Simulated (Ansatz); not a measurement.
Saddle point of CH₆SSi, singlet (CH₆SSi ([CH3][SiH2][SH]) → SiH₂S ([SiH2][S]) + CH₄; bonds formed: C2–H4; bonds broken: Si1–C2, S3–H4), PBE0-D4/def2-TZVP structure:

| atom | x (Å) | y (Å) | z (Å) |
| --- | --- | --- | --- |
| Si1 | -0.8442 | -0.7136 | 0.0780 |
| C2 | 0.6337 | 0.7646 | 0.0538 |
| S3 | 0.1655 | -2.1769 | -0.8862 |
| H4 | 0.7101 | -0.4686 | -0.4963 |
| H5 | -1.9733 | 0.0017 | -0.5725 |
| H6 | -1.0675 | -0.7234 | 1.5472 |
| H7 | -0.1113 | 1.5577 | -0.0628 |
| H8 | 1.0888 | 0.7786 | 1.0413 |
| H9 | 1.3979 | 0.9800 | -0.7026 |

Energies are electronic, without zero-point energy. Barriers and step energies count from the start structure reached by relaxing down the imaginary mode; all methods use the PBE0-D4 structures, on which another method's saddle can fall below an end. Program: Ansatz 0.2.0. Basis: def2-TZVPP, with def2-QZVPP for the basis limit. Cores are frozen in the correlated methods. B3LYP uses VWN-RPA correlation. Extrapolation: Hartree–Fock as exp(−7.88 √X), correlation as X^−2.97.

```csv
method,barrier (kJ/mol),step energy (kJ/mol)
SPW92,190.0,122.6
PBE-D4,204.7,101.5
BLYP-D4,221.3,85.6
r2SCAN-D4,215.8,107.2
B97M-V,224.0,98.0
PBE0-D4,222.5,113.7
B3LYP-D4,234.6,97.5
r2SCAN0-D4,228.3,115.3
BHLYP-D4,?,109.7
CAM-B3LYP-D4,245.1,109.5
wB97X-V,244.9,118.1
wB97M-V,238.9,110.1
B2PLYP,?,98.5
PBE-QIDH,234.4,117.7
RPA on PBE,244.1,97.5
HF,295.6,106.0
MP2,?,105.6
CCSD,254.7,107.8
CCSD(T),243.3,104.1
```

Problem. Fill in the withheld barriers. (To be estimated.)

Solution. By the calculation: MP2 232.3; B2PLYP 237.4; BHLYP-D4 256.2 kJ/mol. Each is the energy of the saddle less that of the start structure, by the same method.

For comparison, the barrier by CCSD(T) at an estimated basis limit (MP2 extrapolated from triple and quadruple zeta, plus CCSD(T) − MP2 in triple zeta) is 237.0 kJ/mol.

The T1 diagnostic stays at or below 0.017.

Labels in which every atom is bracketed show which atoms are joined, not bond orders.

For scale, one of the runs: CCSD(T)/def2-TZVPP, 199 basis functions, launched by `ansatz run in.yaml --threads 2 --pin off --events-out ev --progress --plain --max-ram 4352MiB`. The run took 45 s on 2 CPU threads of an Arm Neoverse V1 (shared host), with 2.2 GiB of host memory at its peak.
